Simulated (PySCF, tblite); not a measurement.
## A complex of hydrogen fluoride and ammonia

A gas-phase complex of hydrogen fluoride and ammonia; neutral, singlet. The structure comes from a short search (6 tight-binding starts) and was relaxed by PBE0-D3(BJ)/def2-TZVPD; another way of binding may lie lower. Frequencies by PBE0-D3(BJ)/def2-TZVPD show no clear imaginary mode.

```
part               name  SMILES  atoms  charge  multiplicity
   1  hydrogen fluoride       F    1–2       0             1
   2            ammonia       N    3–6       0             1
```

```csv
atom,part,x (Å),y (Å),z (Å)
F1,1,0.118,-0.098,-0.340
H2,1,0.726,-0.480,0.305
N3,2,1.757,-1.134,1.392
H4,2,2.458,-1.705,0.936
H5,2,2.239,-0.415,1.918
H6,2,1.262,-1.720,2.053
```

```json
{"contact": "H2···N3", "kind (by geometry)": "hydrogen bond", "distance (Å)": "1.635", "angle (°)": "180"}
```

Interaction energies are complex less parts, with the parts frozen as they stand in it; counterpoise-corrected, in kcal/mol (PySCF). The CCSD(T) estimate is Hartree-Fock/aug-cc-pVQZ, plus the MP2 correlation part extrapolated as X⁻³ from aug-cc-pVTZ and aug-cc-pVQZ, plus CCSD(T) less MP2 in aug-cc-pVDZ; noble-gas cores are frozen. It isn't the exact limit.

```
                   level  interaction  superposition error removed
Hartree-Fock/aug-cc-pVQZ       -11.58                            -
 wB97M-D3(BJ)/def2-TZVPD       -13.84                        -0.23
  PBE0-D3(BJ)/def2-TZVPD       -15.32                        -0.21
         MP2/aug-cc-pVQZ       -13.70                        -0.47
```

Problem. What does CCSD(T) at its estimated basis limit give, and which of these levels comes nearest?

Solution. -13.56 kcal/mol. MP2/aug-cc-pVQZ is nearest, off by -0.13; the errors are Hartree-Fock/aug-cc-pVQZ +1.98, wB97M-D3(BJ)/def2-TZVPD -0.28, PBE0-D3(BJ)/def2-TZVPD -1.76, MP2/aug-cc-pVQZ -0.13.

Problem. What holds them together? Decompose the wB97M-D3(BJ)/def2-TZVPD energy: frozen parts, their antisymmetrised product, then relaxation.

Solution. electrostatic -24.3, Pauli repulsion +25.8, orbital relaxation -14.8, dispersion correction -0.8 kcal/mol, which sum to the value before the counterpoise correction; the Pauli term holds the exchange-correlation of the frozen density too. Of the attraction, 61 % is electrostatic, 37 % is orbital relaxation, 2 % is dispersion correction.

The parts were also relaxed and run alone, at the levels used for the complex: vibrations by PBE0-D3(BJ)/def2-TZVPD; shieldings by PBE0/pcSseg-2; core levels by delta-SCF with SCAN, pcX-2 on the ionised atom and pcseg-1 elsewhere, spin-free X2C.

Problem. What does binding change?

Solution. 
| property | alone | in the complex | change |
| --- | --- | --- | --- |
| F1–H2 bond (Å) | 0.921 | 0.965 | +0.044 |
| stretch carried by H2 (cm⁻¹, harmonic) | 4145 | 3190 | -955 |
| its infrared intensity (km/mol) | 115 | 1812 |  |
| shielding of H2 (ppm) | 29.16 | 20.79 | -8.37 |
| shielding of N3 (ppm) | 263.7 | 249.6 | -14.1 |
| shielding of F1 (ppm) | 410.5 | 371.0 | -39.5 |
| F1 1s core level (eV) | 694.11 | 691.07 | -3.04 |
| N3 1s core level (eV) | 405.54 | 406.85 | +1.31 |

Density functionals tend to overstate the lengthening and the red shift of so strongly bound an X–H bond.

Problem. What are the binding energy from relaxed parts (wB97M-D3(BJ)/def2-TZVPD), and ΔH and ΔG of association at 298.15 K and 1 atm?

Solution. -12.74 kcal/mol, -9.76 with zero-point energy; ΔH -11.0 and ΔG -2.8 kcal/mol, from harmonic vibrations by PBE0-D3(BJ)/def2-TZVPD with low modes damped.
